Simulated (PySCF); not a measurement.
Molecule: `InChI=1S/C5H9N/c1-4-2-5(4)3-6/h5H,1-3,6H2/t5-/m0/s1`.

Cartesian coordinates in Å; atom numbers follow the order of the lines, from 1:
```xyz
15

C     2.444   -0.797   -0.061
C     1.376   -0.016   -0.096
C     0.728    1.186   -0.622
C    -0.001    0.229    0.327
C    -1.136   -0.620   -0.188
N    -2.384    0.114   -0.128
H     3.348   -0.548   -0.625
H     2.455   -1.714    0.535
H     1.030    2.167   -0.241
H     0.423    1.187   -1.676
H    -0.157    0.602    1.348
H    -1.227   -1.515    0.452
H    -0.855   -0.993   -1.197
H    -3.154   -0.456   -0.470
H    -2.334    0.931   -0.734
```

Geometry PBE0-D3(BJ)/def2-SVP throughout; GIAO in PySCF 2.14.0 with density-fitted response routines, gas phase, one conformer, non-relativistic; equivalent atoms averaged; functional PBE0.

Problem. How do the shifts δ (against TMS at the same level) depend on the basis set? (a selection of nuclei; ppm; last column core-seconds on shared hosts with different chips, so compare them loosely)

Solution. 
```tsv
basis set	functions	C2	C1	C5	C3	H7	H12	H11	H9	H13	core-s
STO-3G	39	112.2	98.3	43.3	15.0	5.29	2.07	1.46	1.12	0.87	3.4
6-31G	72	131.3	104.2	46.2	11.0	5.68	3.29	2.05	1.45	2.10	6.5
6-31G*	102	128.9	103.0	45.8	10.0	5.48	3.08	1.75	1.17	2.06	9.3
def2-SVP	129	134.8	104.8	45.7	9.2	5.46	2.91	1.47	1.01	1.82	12
pcSseg-1	147	143.1	111.8	49.4	10.6	5.73	3.14	1.61	1.22	1.97	12
6-311+G(2d,p)	216	142.0	108.9	47.9	10.2	5.61	3.15	1.76	1.29	2.21	25
def2-TZVP	240	143.1	109.8	49.6	10.2	5.62	3.15	1.73	1.27	2.17	33
```

Problem. Which nucleus among those listed moves most, in ppm?

Solution. C2 (fully substituted alkene carbon): from 112.2 ppm with STO-3G to 143.1 ppm with pcSseg-1. The smallest spread is 0.44 ppm, at H7. Proton shifts span only some 12 ppm, so a few tenths of a ppm matter as much there as several ppm in carbon.

Problem. Taking the largest basis, def2-TZVP (240 functions), as the yardstick, rank the others by their worst heavy-atom deviation.

Solution. 6-311+G(2d,p) 1.7 ppm (216 functions), pcSseg-1 2.0 ppm (147 functions), def2-SVP 8.2 ppm (129 functions), 6-31G 11.8 ppm (72 functions), 6-31G* 14.2 ppm (102 functions), STO-3G 30.8 ppm (39 functions).

A small basis that lands close on one nucleus may do so by chance; judge by the trend and by all nuclei.
